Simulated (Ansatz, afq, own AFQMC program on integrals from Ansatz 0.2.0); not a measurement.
**GeH, doublet in cc-pVTZ, levels against full CI**

```xyz
2

Ge    0.0000    0.0000    0.0000
H     0.0000    0.0000    1.9380
```

Basis cc-pVTZ. Noble-gas cores (and the filled d shells of Ga–Kr and In–Xe) are frozen. AFQMC by an in-house program on the Cholesky factors that Ansatz 0.2.0 writes for its CCSD(T) run. The CISD trial takes its coefficients from CCSD amplitudes. Released means that phaseless walkers are propagated on without the constraint, phases kept. Uncertainties: one standard error, sampling alone. No spin–orbit coupling.

Determinant: UHF, the one that the program's search chose, which needn't be the lowest solution. The geometry is a point of a scan.

Full CI on the same integrals is exact in this basis and with this determinant's frozen core.

Cautions: no relativity below Rb; no spin-orbit coupling; inner d shell frozen.

The T1 diagnostic is 0.0183, the weight of the determinant in the CISD state is 0.914 and the ⟨S²⟩ of the determinant is 0.766. The size of the correlated space is 5 electrons in 43 orbitals.

Reference: full CI, correlation energy -2.810 eV. The released energy is read at 2.40 1/Eh (meV from the phaseless value at times in 1/Eh: -0.6 ± 1.5 at 0.24, -1.6 ± 1.2 at 0.51, -2.8 ± 1.3 at 0.99, -5.3 ± 0.9 at 1.62, -5.5 ± 0.7 at 2.40).

```
         level  E − E(reference) (meV)  share of correlation (%)
            HF                  2810.5                      0.00
           MP2                   727.8                     74.10
          CCSD                   102.4                     96.36
       CCSD(T)                    22.7                     99.19
         CCSDT                     2.7                     99.90
      CCSDT(Q)                     0.4                     99.99
        CCSDTQ                     0.0                    100.00
 ph-AFQMC/CISD               8.7 ± 2.1                     99.69
released AFQMC               3.2 ± 0.7                     99.89
```

CCSDT and higher add their correlation energy to the determinant of the CCSD(T) run, since their own runs factorise the integrals more tightly (a shift of under 2 meV). Released energies are given only where the last usable release times agree within the noise; a slower fall can still hide under it.
